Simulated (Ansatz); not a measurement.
Rock-salt RbBr, treated with r²SCAN (Ansatz, a program for electronic structure, plane waves, PAW).

Numerical settings: plane-wave cutoff 560 eV, 8×8×8 k mesh, Fermi–Dirac smearing 0.01 eV, scalar-relativistic PAW data made under PBE.

Pressure at four volumes; x = ln(V/41.526 Å³). One pressure is withheld.

```
V (Å³/atom)        x  P (GPa)
-----------  -------  -------
39.035       -0.0619    1.014
41.526        0.0000   -0.002
43.187        0.0392   -0.499
44.018        0.0583        ?
```

Task: Pass a parabola P(x) through the three rows shown, estimate the bulk modulus and its pressure derivative near zero pressure, and predict the withheld pressure.

Result: Slopes between the rows: (-0.002 − (1.014))/(0.0000 − (-0.0619)) = -16.41 and (-0.499 − (-0.002))/(0.0392 − (0.0000)) = -12.68 GPa. Their difference over the span 0.1011 is c = 3.73/0.1011 = 36.9 GPa, so P(x) = 1.014 + (-16.41)(x − (-0.0619)) + 36.9 (x − (-0.0619))(x − (0.0000)). At the middle row B = −dP/dx = −[-16.41 + 36.9 × 0.0619] = 14.1 GPa, and B′ = dB/dP = 2c/B = 5.2. At x = 0.0583 the parabola gives -0.700 GPa; the run gives -0.706 GPa. The Birch–Murnaghan fit to the energies at all volumes has B0 = 14.0 GPa and B′ = 5.1.

Measured, for comparison: bulk modulus 16 GPa (4 K, not corrected to a static lattice; as tabulated in Doll and Stoll (1998), arXiv:cond-mat/9801031). Computed less measured: bulk modulus -12 %.
